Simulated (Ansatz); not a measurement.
Species: C$_{3}$H$_{3}$, charge 0, doublet. C3H3 (SMILES C#C[CH2], doublet).
B3LYP-D3(BJ)/def2-TZVP minimum from Ansatz (a first-principles code):
```xyz
6

C     -0.0011     0.0113     0.1144
C     -0.0126     0.1308     1.3291
C      0.0118    -0.1223    -1.2430
H     -0.0226     0.2347     2.3859
H      0.9454    -0.1572    -1.7878
H     -0.9114    -0.1960    -1.8016
```
Charge 0, spin multiplicity 2.

Total energies in aug-cc-pVDZ, 15 correlated electrons, 3 frozen orbitals. Open shells are spin-unrestricted; no spin-orbit coupling. Cores are frozen in correlated methods. No relativity. The UHF reference of C3H3 (C#C[CH2], doublet) is spin-contaminated (<S^2> up to 0.21 over the pure value in the sets run).

| method | program | energy (Eh) | minus CCSDT(Q) (mEh) |
|---|---|---|---|
| HF | Ansatz | -115.26438 | 418.27 |
| MP2 | Ansatz | -115.62254 | 60.11 |
| CCSD | Ansatz | -115.66327 | 19.38 |
| CCSD(T) | Ansatz | -115.67995 | 2.70 |
| CCSDT(Q) | Ansatz | -115.68265 | 0.00 |

Rough core times of Ansatz's runs on a shared machine: CCSD(T) under 20 s, CCSDT(Q) 30 min.
